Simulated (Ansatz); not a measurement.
For body-centred tetragonal In, rVV10 (Ansatz, a program for electronic structure, PAW) gives:

| Quantity | Result |
|---|---|
| lattice constant a | 3.331 Å |
| lattice parameter c | 5.067 Å |
| bulk modulus | 33.6 GPa |
| cohesive energy | 2.61 eV/atom |

Q: What does r²SCAN+rVV10 in Ansatz (plane waves, PAW) give for the same quantities?

A: 
- lattice constant a: 3.223 Å (decreases by 3.2 %)
- lattice parameter c: 4.943 Å (falls by 2.4 %)
- bulk modulus: 46.0 GPa (grows by 37 %)
- cohesive energy: 2.65 eV/atom (grows by 0.04 eV/atom)

For comparison: lattice constant a 3.252 Å (measured, 293 K, no zero-point or thermal correction; as tabulated in Wikipedia's data pages); lattice parameter c 4.947 Å (measured, 293 K, no zero-point or thermal correction; as tabulated in Wikipedia's data pages); bulk modulus 44.7 GPa (measured, copied from a table, unchecked, extrapolated to 0 K and zero-point effects removed; as tabulated in Lejaeghere et al. (2013), arXiv:1204.2733).

Changes are worked out from the printed values.

Unless a cell is named, each level is at its own relaxed cell (rVV10 28.11, r²SCAN+rVV10 25.67 Å³/atom).

Levels without +SOC leave out spin–orbit coupling, which shifts energies and cells of such heavy elements.

Ansatz's density-functional and Hartree–Fock values are scalar-relativistic unless marked +SOC, with PAW data made under PBE.
